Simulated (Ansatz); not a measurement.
# A workflow on B2NH5 (SMILES BNB)

Aim: a series of 24 runs (HF/STO-3G, UHF/STO-3G, HF/3-21G, UHF/3-21G, HF/6-31G*, UHF/6-31G*, B3LYP/6-31G*, UB3LYP/6-31G*, and more) of B2H5N. 

The results are computed with Ansatz 0.2.0.

## Step 1: Starting point

B2NH5 has 8 atoms, charge 0, and is taken as a singlet. As SMILES, `BNB`. The coordinates come from a PBE0-D4/def2-TZVP relaxation. The run starts from this shape.

Bond lengths: B1–N2 1.417 Å, N2–B3 1.417 Å, B1–H4 1.194 Å, B1–H5 1.197 Å, N2–H6 1.011 Å, B3–H7 1.197 Å, B3–H8 1.194 Å. Angles: B1–N2–B3 125.8°, B1–N2–H6 117.1°, B3–N2–H6 117.1°, N2–B1–H4 118.5°, N2–B1–H5 119.5°, N2–B3–H7 119.4°, N2–B3–H8 118.5°, H4–B1–H5 122.0°, H7–B3–H8 122.0°.

## Step 2: A geometry optimisation at HF/STO-3G (run 1)

Contents of run.yaml:

```yaml
crystal:
  periodic: [false, false, false]
  atoms:
    - symbol: B
      position_ang: [-0.828200, 0.654900, -0.693300]
    - symbol: N
      position_ang: [0.260000, 0.377700, 0.170800]
    - symbol: B
      position_ang: [0.695200, -0.910900, 0.567700]
    - symbol: H
      position_ang: [-1.449400, -0.261400, -1.140100]
    - symbol: H
      position_ang: [-1.097800, 1.791200, -0.954100]
    - symbol: H
      position_ang: [0.771000, 1.169500, 0.536500]
    - symbol: H
      position_ang: [1.631600, -1.014200, 1.305600]
    - symbol: H
      position_ang: [0.109700, -1.864100, 0.150900]
basis:
  gaussian:
    orbitals: STO-3G
total_charge: 0
relax:
  f_tol: 0.002
output: {orbitals: {seedname: orbitals}}
hamiltonian:
  xc: hf
```

Started as:

```bash
ansatz run run.yaml --threads 1 --pin off --max-ram 3480MiB --events-out events.jsonl --progress --plain --runs-dir runs
```

The log of the run, cut to the lines that bear on the results:

```text
Warning: RAYON_NUM_THREADS=1 ignored (pool sized by the plan → 1); use --threads N
[...]
Functional definition: HF
  name "HF"
[...]
294 factors; integrals over basis functions are off by at most 2.6e-5 eV
[...]
mean field -2869.65422994 eV, -105.4578478287 hartree, gradient 3.4e-5 eV, S^2 0.000000; 0 other end points of the search recorded, 0 dependent functions left out
[...]
reference -2869.65422994 eV, -105.4578478287 hartree; 11, 11 occupied and 9, 9 virtual orbitals, 294 factors
relax step   1: F+E_penalty+E_count = -2869.65422994 eV  Δ(F+E_penalty+E_count) = +0.000e0 eV  max|allowed force component| = 1.141e0 eV/Å  Δτ_max = 0.0000 Å  (24 SCF iters, accepted)
[...]
relax step   5: F+E_penalty+E_count = -2869.74497562 eV  Δ(F+E_penalty+E_count) = -1.721e-6 eV  max|allowed force component| = 3.064e-3 eV/Å  Δτ_max = 0.0004 Å  (22 SCF iters, accepted)
[...]
relax step   6: F+E_penalty+E_count = -2869.74497698 eV  Δ(F+E_penalty+E_count) = -1.360e-6 eV  max|allowed force component| = 1.316e-3 eV/Å  Δτ_max = 0.0007 Å  (22 SCF iters, accepted)
294 factors; integrals over basis functions are off by at most 2.6e-5 eV
mean field -2869.74497698 eV, -105.4611827210 hartree, gradient 1.5e-5 eV, S^2 0.000000; 1 other end points of the search recorded, 0 dependent functions left out
[...]
reference -2869.74497698 eV, -105.4611827210 hartree; 11, 11 occupied and 9, 9 virtual orbitals, 294 factors
Total energy: -2869.74497698 eV, -105.4611827210 hartree
Atom 0 at    -0.828342     0.650829    -0.693408 Å, force    -0.000517     0.000731    -0.000062 eV/Å
Atom 1 at     0.254894     0.369891     0.167155 Å, force    -0.000645    -0.001056    -0.000510 eV/Å
Atom 2 at     0.692058    -0.911978     0.565392 Å, force     0.000713    -0.000252     0.000420 eV/Å
Atom 3 at    -1.444335    -0.225546    -1.137587 Å, force    -0.000182    -0.000440    -0.000257 eV/Å
Atom 4 at    -1.091139     1.753122    -0.947214 Å, force     0.000429    -0.000295     0.000208 eV/Å
Atom 5 at     0.771740     1.170631     0.537021 Å, force     0.000846     0.001316     0.000607 eV/Å
Atom 6 at     1.600648    -1.013723     1.281383 Å, force    -0.000324     0.000380    -0.000227 eV/Å
Atom 7 at     0.136577    -1.850527     0.171258 Å, force    -0.000320    -0.000384    -0.000179 eV/Å
Dipole moment:     0.120847     0.187217     0.086472 e Å
```

Wall time 0.92 s (1 thread of AMD EPYC 9R45 (Zen 5), shared host); peak memory 0.11 GiB.

The path in brief:

```
step  energy from the first frame kept (eV)  largest force (eV/Å)
   1                                 0.0000                1.1833
   2                                -0.0906                0.0928
   3                                -0.0907                0.0306
   4                                -0.0907                0.0044
   5                                -0.0907                0.0032
   6                                -0.0907                0.0017
```

After the run. Bond lengths: B1–N2 1.412 Å, N2–B3 1.412 Å, B1–H4 1.160 Å, B1–H5 1.161 Å, N2–H6 1.022 Å, B3–H7 1.161 Å, B3–H8 1.160 Å. Angles: B1–N2–B3 126.2°, B1–N2–H6 116.9°, B3–N2–H6 116.9°, N2–B1–H4 119.4°, N2–B1–H5 119.7°, N2–B3–H7 119.7°, N2–B3–H8 119.4°, H4–B1–H5 120.9°, H7–B3–H8 120.9°.

## Step 3: The harmonic vibrations at HF/STO-3G (run 2)

Contents of in.yaml:

```yaml
crystal:
  periodic: [false, false, false]
  atoms:
    - symbol: B
      position_ang: [-0.828342, 0.650829, -0.693408]
    - symbol: N
      position_ang: [0.254894, 0.369891, 0.167155]
    - symbol: B
      position_ang: [0.692058, -0.911978, 0.565392]
    - symbol: H
      position_ang: [-1.444335, -0.225546, -1.137587]
    - symbol: H
      position_ang: [-1.091139, 1.753122, -0.947214]
    - symbol: H
      position_ang: [0.771740, 1.170631, 0.537021]
    - symbol: H
      position_ang: [1.600648, -1.013723, 1.281383]
    - symbol: H
      position_ang: [0.136577, -1.850527, 0.171258]
basis:
  gaussian:
    orbitals: STO-3G
hamiltonian:
  xc: hf
phonons:
  temperatures: {t_min: 298.15, t_max: 298.15, t_step: 1}
```

Started as:

```bash
ansatz run in.yaml --threads 1 --pin off --max-ram 3480MiB --events-out events.jsonl --progress --plain --runs-dir runs
```

The log of the run, cut to the lines that bear on the results:

```text
Warning: RAYON_NUM_THREADS=1 ignored (pool sized by the plan → 1); use --threads N
Functional definition: HF
  name "HF"
[...]
294 factors; integrals over basis functions are off by at most 2.6e-5 eV
[...]
mean field -2869.74497655 eV, -105.4611827054 hartree, gradient 3.0e-5 eV, S^2 0.000000; 0 other end points of the search recorded, 0 dependent functions left out
[...]
reference -2869.74497655 eV, -105.4611827054 hartree; 11, 11 occupied and 9, 9 virtual orbitals, 294 factors
[...]
294 factors; integrals over basis functions are off by at most 2.6e-5 eV
[...]
mean field -2869.74481523 eV, -105.4611767769 hartree, gradient 2.5e-6 eV, S^2 0.000000; 0 other end points of the search recorded, 0 dependent functions left out
[...]
reference -2869.74481523 eV, -105.4611767769 hartree; 11, 11 occupied and 9, 9 virtual orbitals, 294 factors
[...]
294 factors; integrals over basis functions are off by at most 2.6e-5 eV
[...]
Total energy: -2869.74497655 eV, -105.4611827054 hartree
Atom 0 at    -0.828342     0.650829    -0.693408 Å, force    -0.000501     0.000719    -0.000043 eV/Å
Atom 1 at     0.254894     0.369891     0.167155 Å, force    -0.000686    -0.001047    -0.000545 eV/Å
Atom 2 at     0.692058    -0.911978     0.565392 Å, force     0.000715    -0.000252     0.000431 eV/Å
Atom 3 at    -1.444335    -0.225546    -1.137587 Å, force    -0.000174    -0.000433    -0.000255 eV/Å
Atom 4 at    -1.091139     1.753122    -0.947214 Å, force     0.000431    -0.000283     0.000208 eV/Å
Atom 5 at     0.771740     1.170631     0.537021 Å, force     0.000851     0.001308     0.000610 eV/Å
Atom 6 at     1.600648    -1.013723     1.281383 Å, force    -0.000327     0.000380    -0.000232 eV/Å
Atom 7 at     0.136577    -1.850527     0.171258 Å, force    -0.000309    -0.000392    -0.000173 eV/Å
Dipole moment:     0.120846     0.187218     0.086471 e Å
Vibrations: 332.95 435.99 531.38 1029.38 1042.71 1100.97 1211.83 1232.57 1322.91 1369.08 1553.07 1597.04 1711.34 3186.38 3188.37 3338.65 3341.07 4080.97 cm⁻¹, zero-point energy 1.959363 eV
```

Wall time 4.8 s (1 thread of AMD EPYC 9R45 (Zen 5), shared host).

Runs 3 to 22 aren't shown in full; the table further down has their settings and results.

## Step 4: A structure relaxation at CCSD/cc-pVDZ (run 23)

Contents of run.yaml:

```yaml
crystal:
  periodic: [false, false, false]
  atoms:
    - {symbol: B, position_ang: [-0.828200, 0.654900, -0.693300]}
    - {symbol: N, position_ang: [0.260000, 0.377700, 0.170800]}
    - {symbol: B, position_ang: [0.695200, -0.910900, 0.567700]}
    - {symbol: H, position_ang: [-1.449400, -0.261400, -1.140100]}
    - {symbol: H, position_ang: [-1.097800, 1.791200, -0.954100]}
    - {symbol: H, position_ang: [0.771000, 1.169500, 0.536500]}
    - {symbol: H, position_ang: [1.631600, -1.014200, 1.305600]}
    - {symbol: H, position_ang: [0.109700, -1.864100, 0.150900]}
basis:
  gaussian:
    orbitals: cc-pVDZ
correlation:
  method: ccsd
accuracy: high
scf:
  omitted_lower_state_checks: [cluster_reference]
relax:
  f_tol: 0.002
output:
  orbitals: {seedname: orbitals}
```

Started as:

```bash
ansatz run run.yaml --threads 1 --pin off --max-ram 3480MiB --events-out events.jsonl --progress --plain --runs-dir runs
```

The log of the run, cut to the lines that bear on the results:

```text
Warning: RAYON_NUM_THREADS=1 ignored (pool sized by the plan → 1); use --threads N
[...]
Functional definition: HF
  name "HF"
[...]
1683 factors; integrals over basis functions are off by at most 1.6e-9 eV
[...]
mean field -2905.89554848 eV, -106.7896917199 hartree, gradient 2.4e-8 eV, S^2 0.000000; 0 other end points of the search recorded, 0 dependent functions left out
3 core orbitals not correlated: weight in the atoms' cores, before any rotation towards them, 1.000 or more for the frozen orbitals, at most 0.000 for the correlated occupied ones
reference -2905.89554848 eV, -106.7896917199 hartree; 8, 8 occupied and 56, 56 virtual orbitals, 1683 factors
second order -9.22130243 eV of doubles, -0.00000000 eV of singles
cycle   1  -9.93367591 eV  change   -7.1e-1 eV  update   7.3e-2
[...]
second order -9.24770169 eV of doubles, -0.00000000 eV of singles
[...]
cycle  19  -10.32942479 eV  change   5.8e-10 eV  update  4.2e-10
[...]
Total energy: -2916.21224683 eV, -107.1688233912 hartree
Atom 0 at    -0.837419     0.662122    -0.700985 Å, force     0.000044    -0.000375     0.000046 eV/Å
Atom 1 at     0.261176     0.379632     0.171659 Å, force     0.000063     0.000113     0.000080 eV/Å
Atom 2 at     0.702661    -0.920897     0.574073 Å, force    -0.000302    -0.000024    -0.000243 eV/Å
Atom 3 at    -1.469322    -0.259433    -1.155684 Å, force     0.000110     0.000095     0.000077 eV/Å
Atom 4 at    -1.105817     1.812184    -0.961291 Å, force    -0.000092     0.000267    -0.000079 eV/Å
Atom 5 at     0.776024     1.177278     0.540099 Å, force    -0.000102    -0.000171    -0.000096 eV/Å
Atom 6 at     1.649467    -1.019920     1.319855 Å, force     0.000227    -0.000054     0.000185 eV/Å
Atom 7 at     0.115330    -1.888265     0.156275 Å, force     0.000051     0.000148     0.000030 eV/Å
Dipole moment:     0.137598     0.213178     0.098469 e Å
Checks for a lower state left out: cluster_reference
```

It took 38 s on 1 thread of AMD EPYC 9R45 (Zen 5), shared host; peak memory 0.45 GiB.

The path in brief:

```
step  energy from the first frame kept (eV)  largest force (eV/Å)
   1                                 0.0000                0.3508
   2                                -0.0168                0.1093
   3                                -0.0181                0.0201
   4                                -0.0181                0.0057
   5                                -0.0181                0.0024
   6                                -0.0182                0.0004
```

After the run. Bond lengths: B1–N2 1.431 Å, N2–B3 1.431 Å, B1–H4 1.206 Å, B1–H5 1.209 Å, N2–H6 1.018 Å, B3–H7 1.209 Å, B3–H8 1.206 Å. Angles: B1–N2–B3 126.0°, B1–N2–H6 117.0°, B3–N2–H6 117.0°, N2–B1–H4 118.8°, N2–B1–H5 119.3°, N2–B3–H7 119.3°, N2–B3–H8 118.8°, H4–B1–H5 121.9°, H7–B3–H8 121.9°.

## Step 5: The harmonic vibrations at CCSD/cc-pVDZ (run 24)

Contents of run.yaml:

```yaml
crystal:
  periodic: [false, false, false]
  atoms:
    - {symbol: B, position_ang: [-0.837419, 0.662122, -0.700985]}
    - {symbol: "N", position_ang: [0.261176, 0.379632, 0.171659]}
    - {symbol: B, position_ang: [0.702661, -0.920897, 0.574073]}
    - {symbol: H, position_ang: [-1.469322, -0.259433, -1.155684]}
    - {symbol: H, position_ang: [-1.105817, 1.812184, -0.961291]}
    - {symbol: H, position_ang: [0.776024, 1.177278, 0.540099]}
    - {symbol: H, position_ang: [1.649467, -1.019920, 1.319855]}
    - {symbol: H, position_ang: [0.115330, -1.888265, 0.156275]}
basis:
  gaussian:
    orbitals: cc-pVDZ
correlation:
  method: ccsd
accuracy: high
scf:
  omitted_lower_state_checks: [cluster_reference]
phonons:
  temperatures: {t_min: 298.15, t_max: 298.15, t_step: 1}
```

Started as:

```bash
ansatz run run.yaml --threads 1 --pin off --max-ram 3480MiB --events-out events.jsonl --progress --plain --runs-dir runs
```

The log of the run, cut to the lines that bear on the results:

```text
Warning: RAYON_NUM_THREADS=1 ignored (pool sized by the plan → 1); use --threads N
Functional definition: HF
  name "HF"
[...]
1682 factors; integrals over basis functions are off by at most 1.7e-9 eV
[...]
mean field -2905.88282205 eV, -106.7892240323 hartree, gradient 9.5e-9 eV, S^2 0.000000; 0 other end points of the search recorded, 0 dependent functions left out
3 core orbitals not correlated: weight in the atoms' cores, before any rotation towards them, 1.000 or more for the frozen orbitals, at most 0.000 for the correlated occupied ones
reference -2905.88282205 eV, -106.7892240323 hartree; 8, 8 occupied and 56, 56 virtual orbitals, 1682 factors
second order -9.24770169 eV of doubles, -0.00000000 eV of singles
cycle   1  -9.95715004 eV  change   -7.1e-1 eV  update   7.5e-2
[...]
1682 factors; integrals over basis functions are off by at most 1.7e-9 eV
[...]
Atom 0 at    -0.837419     0.662122    -0.700985 Å, force     0.000054    -0.000369     0.000047 eV/Å
Atom 1 at     0.261176     0.379632     0.171659 Å, force     0.000052     0.000111     0.000075 eV/Å
Atom 2 at     0.702661    -0.920897     0.574073 Å, force    -0.000290    -0.000015    -0.000238 eV/Å
Atom 3 at    -1.469322    -0.259433    -1.155684 Å, force     0.000104     0.000087     0.000075 eV/Å
Atom 4 at    -1.105817     1.812184    -0.961291 Å, force    -0.000091     0.000267    -0.000076 eV/Å
Atom 5 at     0.776024     1.177278     0.540099 Å, force    -0.000099    -0.000172    -0.000094 eV/Å
Atom 6 at     1.649467    -1.019920     1.319855 Å, force     0.000222    -0.000054     0.000182 eV/Å
Atom 7 at     0.115330    -1.888265     0.156275 Å, force     0.000048     0.000145     0.000028 eV/Å
Dipole moment:     0.137597     0.213178     0.098469 e Å
Vibrations: 263.86 374.56 469.23 869.87 920.82 947.45 1050.55 1051.43 1126.50 1190.50 1299.85 1330.64 1484.65 2602.14 2618.22 2694.34 2702.11 3611.03 cm⁻¹, zero-point energy 1.649471 eV
Checks for a lower state left out: cluster_reference
```

Wall time 2.4 min (1 thread of AMD EPYC 9R45 (Zen 5), shared host); peak memory 0.45 GiB.

## Step 6: The series

```
run                                level         task  walk f tol  partner  energy (Eh)  dipole moment (D)  wall time
  1                            HF/STO-3G     optimise       0.002     base  -105.461183               1.15     0.92 s
  2                            HF/STO-3G  frequencies           –     base  -105.461183               1.15      4.8 s
  3                           UHF/STO-3G       energy           –   cation  -105.133481                  –     0.08 s
  4                           UHF/STO-3G     optimise           –   cation  -105.182927                  –      2.4 s
  5                             HF/3-21G     optimise       0.002     base  -106.191482               1.26     0.72 s
  6                             HF/3-21G  frequencies           –     base  -106.191482               1.26      5.1 s
  7                            UHF/3-21G       energy           –   cation  -105.810581                  –      0.2 s
  8                            UHF/3-21G     optimise           –   cation  -105.848960                  –      3.6 s
  9      HF/6-31G* (Cartesian functions)     optimise       0.002     base  -106.781368               1.18      1.9 s
 10      HF/6-31G* (Cartesian functions)  frequencies           –     base  -106.781368               1.18       11 s
 11     UHF/6-31G* (Cartesian functions)       energy           –   cation  -106.403500                  –     0.48 s
 12     UHF/6-31G* (Cartesian functions)     optimise           –   cation  -106.438610                  –      9.9 s
 13   B3LYP/6-31G* (Cartesian functions)     optimise       0.002     base  -107.513558               1.33      4.2 s
 14   B3LYP/6-31G* (Cartesian functions)  frequencies           –     base  -107.513558               1.33       21 s
 15  UB3LYP/6-31G* (Cartesian functions)       energy           –   cation  -107.091119                  –      4.8 s
 16  UB3LYP/6-31G* (Cartesian functions)     optimise           –   cation  -107.127234                  –       18 s
 17                         PBE/def2-SVP     optimise       0.002     base  -107.250774               1.41      3.6 s
 18                         PBE/def2-SVP  frequencies           –     base  -107.250774               1.41       16 s
 19     MP2/6-31G* (Cartesian functions)     optimise       0.002     base  -107.091655               1.32        2 s
 20     MP2/6-31G* (Cartesian functions)  frequencies           –     base  -107.091655               1.32       17 s
 21    UMP2/6-31G* (Cartesian functions)       energy           –   cation  -106.662985                  –     0.54 s
 22    UMP2/6-31G* (Cartesian functions)     optimise           –   cation  -106.702405                  –      8.7 s
 23                         CCSD/cc-pVDZ     optimise       0.002     base  -107.168823               1.31       38 s
 24                         CCSD/cc-pVDZ  frequencies           –     base  -107.168823               1.31    2.4 min
```

## Step 7: Summary of results

| quantity | value |
| --- | --- |
| run 24, CCSD/cc-pVDZ: total energy | -107.16882 Eh |
| run 24, CCSD/cc-pVDZ: dipole moment (correlated density) | 1.31 D |
| run 24, CCSD/cc-pVDZ: correlation energy (3 core orbitals frozen) | -379.6 mEh |
| run 24, CCSD/cc-pVDZ: T1 diagnostic | 0.012 |
| run 24, CCSD/cc-pVDZ: largest force on an atom | 0.000 eV/Å |
| run 24, CCSD/cc-pVDZ: lowest harmonic wavenumber | 264 cm⁻¹ |
| run 24, CCSD/cc-pVDZ: highest harmonic wavenumber | 3611 cm⁻¹ |
| run 24, CCSD/cc-pVDZ: zero-point energy | 159.1 kJ/mol |
| vertical ionisation energy (to the doublet cation), HF/STO-3G | 8.917 eV |
| vertical ionisation energy (to the doublet cation), HF/3-21G | 10.365 eV |
| vertical ionisation energy (to the doublet cation), HF/6-31G* | 10.282 eV |
| vertical ionisation energy (to the doublet cation), B3LYP/6-31G* | 11.495 eV |
| vertical ionisation energy (to the doublet cation), MP2/6-31G* | 11.665 eV |
| adiabatic ionisation energy (to the doublet cation, no zero-point term), HF/STO-3G | 7.572 eV |
| adiabatic ionisation energy (to the doublet cation, no zero-point term), HF/3-21G | 9.321 eV |
| adiabatic ionisation energy (to the doublet cation, no zero-point term), HF/6-31G* | 9.327 eV |

What this shows: At HF/STO-3G: removing an electron at fixed nuclei costs 8.92 eV (206 kcal/mol). In a minimal basis such a difference can be off by several eV, whatever the method. At HF/3-21G: removing an electron at fixed nuclei costs 10.36 eV (239 kcal/mol). At HF/6-31G*: the vertical ionisation energy comes to 10.28 eV (992 kJ/mol). At B3LYP/6-31G*: removing an electron at fixed nuclei costs 11.50 eV (265 kcal/mol). At MP2/6-31G*: the vertical ionisation energy comes to 11.66 eV (1125 kJ/mol). Totals of different functionals can't be ranked against each other. In runs 1, 2, 3, 4 the basis is minimal, so the values are rough. All runs together took 5.3 min, the longest 2.4 min.
